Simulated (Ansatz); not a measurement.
A made-up structure of MgSiH$_{3}$F, closed shell:

```xyz
6
angstrom
F 0.7548 -2.4498 1.1110
Mg 0.3709 -1.2022 0.5457
Si -0.1889 0.6127 -0.2780
H -1.4938 0.3603 -1.0960
H 0.9866 1.0816 -1.1914
H -0.4297 1.5975 0.9087
```

It is relaxed with PBE-D4/def2-SVP and then PBE0-D4/def2-TZVP (Ansatz 0.2.0). Atoms count as bonded within 1.22 times the sum of their covalent radii (H–H: 0.88 Å). The end point is not checked to be a true minimum.

Problem. Does its bonding change? (A judgement: the text doesn't fix the answer.)

Solution. Computed: No: no bond forms or breaks.

Where it ends: The first stage lowers the energy by 3.96 eV in 7 steps. It ends as MgSiH₃F ([F][Mg][SiH3]):
| atom | x (Å) | y (Å) | z (Å) |
| --- | --- | --- | --- |
| F1 | 0.9321 | -3.0243 | 1.3718 |
| Mg2 | 0.4579 | -1.4843 | 0.6736 |
| Si3 | -0.2331 | 0.7563 | -0.3431 |
| H4 | -1.4796 | 0.6461 | -1.1567 |
| H5 | 0.8171 | 1.3142 | -1.2451 |
| H6 | -0.4943 | 1.7920 | 0.6994 |

Labels in which every atom is bracketed show which atoms are joined, not bond orders.

For scale, one of the runs: PBE0-D4/def2-TZVP relaxation, 118 basis functions, launched by `ansatz run in.yaml --threads 2 --pin off --events-out ev --progress --plain --max-ram 4352MiB`. Hardware: 2 CPU threads of an Arm Neoverse V1, shared host. Wall time about 12 s.
